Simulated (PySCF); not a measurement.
Rotational lines of LiH

Lines J+1 ← J of the vibrational ground state, computed from RHF-CCSD(T) constants of LiH, ¹Σ⁺ (singlet), closed shell (PySCF, no relativity, basis sets Li pcseg-1, H pcseg-1; masses 7.0160 and 1.0078 u), in MHz:

| J | ν (MHz) |
| --- | --- |
| 5 | 2590467 |
| 6 | 3013122 |
| 7 | 3431581 |
| 8 | 3845245 |
| 9 | 4253515 |

Problem. Find B0 and the effective bond length r0; with αe = 0.216 cm⁻¹, find Re.

Solution. ν = 2B0(J+1) − 4D(J+1)³ gives B0 = 7.2607 cm⁻¹. With the reduced mass μred = 0.88124 u, r0 = √(16.8576/(μred·B0)) (u, cm⁻¹, Å) = 1.6232 Å. Be = B0 + αe/2 = 7.3687 cm⁻¹ gives Re = 1.611 Å.

Correlated steps freeze no core orbitals. Correlated levels converge slowly with the basis: in double zeta they bind strong bonds too weakly, by up to about 1 eV, and carry superposition errors of some tenths. Where the molecule has an RHF reference, its open-shell atoms are computed with UHF.
